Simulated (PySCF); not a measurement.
```xyz
3
charge 1 multiplicity 2, angstrom
S     0.2852    0.0000    0.0000
O    -0.2848    1.2981    0.0000
O    -0.2848   -1.2981    0.0000
```

These are results of UPBE0/[S def2-TZVP, O def2-TZVP], no relativity, density fitting, PySCF, not measurements.

This geometry of SO₂⁺ is a stationary point at this level.

What is the point group?

C2v.

Is it a minimum?

Yes: all harmonic wavenumbers are real.

Which band is strongest in the infrared?

424 cm⁻¹ (a1), 19 km/mol.

Give the atomic charges and bond orders.


| atom | Mulliken | Löwdin | polar tensor | spin (Mulliken) | Mayer order to S1 |
| --- | --- | --- | --- | --- | --- |
| S1 | 1.04 | 0.95 | 0.92 | 0.35 | – |
| O2,3 | -0.02 | 0.02 | 0.04 | 0.32 | 2.11 |

Other isomers or separated fragments may lie lower.
